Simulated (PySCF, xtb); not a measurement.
# Two structures of CH2PSi+

We compare a, a singlet given by its coordinates, with b, a singlet given by its coordinates. Both are isolated ions in the gas phase, relaxed with PBE0-D4/def2-SVP.

a (Å):

```xyz
5

C    -0.7427    1.2245   -1.3752
P     0.7908    1.5052   -0.7704
Si   -0.9083    2.9602   -1.9161
H    -1.3265    0.2992   -1.3851
H     0.7276    2.9986   -1.2007
```

Close contacts (Å): C1–P2 1.67, C1–Si3 1.83, P2–Si3 2.51, C1–H4 1.09, P2–H5 1.56, Si3–H5 1.79.

b (Å):

```yaml
atoms:
  - { symbol: C, position_ang: [-0.7801, 0.2155, -0.2119] }
  - { symbol: P, position_ang: [-0.5242, 1.4334, 1.0126] }
  - { symbol: Si, position_ang: [0.8159, -0.1098, 0.4248] }
  - { symbol: H, position_ang: [-1.6152, -0.0023, -0.8879] }
  - { symbol: H, position_ang: [1.9966, -0.9946, 0.3265] }
```

Close contacts (Å): C1–P2 1.75, C1–Si3 1.75, P2–Si3 2.13, C1–H4 1.10, Si3–H5 1.48.

**Question.** Estimate E(b) − E(a) at the level CCSD(T)/def2-TZVP.

**Answer.** Calculated at CCSD(T)/def2-TZVP: E(b) − E(a) = +0.389 eV, so structure a lies lower.

How the difference moves with the method:

| level | geometry | E(b) − E(a) (eV) | departure from the last row (eV) | job, with rough time for the two |
| --- | --- | --- | --- | --- |
| PBE0-D4/def2-SVP | PBE0-D4/def2-SVP | +0.322 | −0.066 | optimisation, 65 s |
| HF/def2-TZVP | PBE0-D4/def2-SVP | +0.211 | −0.178 | part of the CCSD(T) run |
| MP2/def2-TZVP | PBE0-D4/def2-SVP | +0.320 | −0.069 | part of the CCSD(T) run |
| CCSD(T)/def2-TZVP | PBE0-D4/def2-SVP | +0.389 |  | single point, 76 s |

None of the levels shown reverses the order. The largest departure from CCSD(T)/def2-TZVP is that of HF/def2-TZVP, 0.178 eV. No reliable frequencies are at hand for a, so it isn't confirmed as a minimum. Levels run at GFN2-xTB geometries aren't shown.

The correlated steps freeze 11 core orbitals. Codes used: PySCF 2.14.0, xtb 6.7.1; the last row on 2 threads of Intel(R) Xeon(R) Processor @ 2.50GHz (Skylake/Cascade Lake) on a shared host.
